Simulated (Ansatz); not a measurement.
Band gap of solid iodine at several levels of theory

No measured value is used here.

```csv
level (code),value (eV),cell (Å³/atom)
PBE-D4 (Ansatz),(withheld),39.32
r²SCAN+rVV10 (Ansatz),1.16,40.67
B3LYP (VWN-RPA form) (Ansatz),2.27,42.63
```

**Question.** What belongs in the gaps?

**Answer.** 
- PBE-D4 (Ansatz, a first-principles code), value (eV): 0.83

Computed values are for a static lattice. Spin–orbit coupling is included only where a level's name says +SOC; with heavier elements it mostly lowers gaps and can invert bands.  PBE-D4, r²SCAN+rVV10: the gap is read on the k mesh or supercell of the run alone and can be too large. Values are at the level's own relaxed cell; B3LYP (VWN-RPA form) at the measured cell. Cutoffs and k meshes differ between the levels. Ansatz's density-functional and Hartree–Fock values are scalar-relativistic unless marked +SOC, with PAW data made under PBE.
